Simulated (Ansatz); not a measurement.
## Te3As2 (C2/m, No. 12)

Level of theory: r²SCAN (PAW; Ansatz, a program for electronic structure).

Numerical settings: plane-wave cutoff 500 eV, 10×10×4 k mesh (along the axes of the cell as run), Fermi–Dirac smearing 0.05 eV, scalar-relativistic PAW data made under PBE.

Cell: relaxed at this level.

For Te3As2 (C2/m, No. 12), the volume per atom is 30.81 Å³/atom. The band gap is 0.57 eV (on the SCF k mesh).

Measured, for comparison: band gap 0.4 eV (4 K, zero-point motion not removed, scanning tunnelling spectroscopy; as tabulated in Electronic band gap of van der Waals α-As2Te3 crystals, HAL hal-03321708).

Note: the cell comes from a level without a dispersion term, which matters for the spacing of layers, chains or molecules; the volume lies 9 % above that of the published cell.

Spin–orbit coupling is not included; with these elements it can move the gap by several tenths of an eV or more.

Static lattice: no zero-point or thermal effects.

The result took very roughly 18 core-minutes.
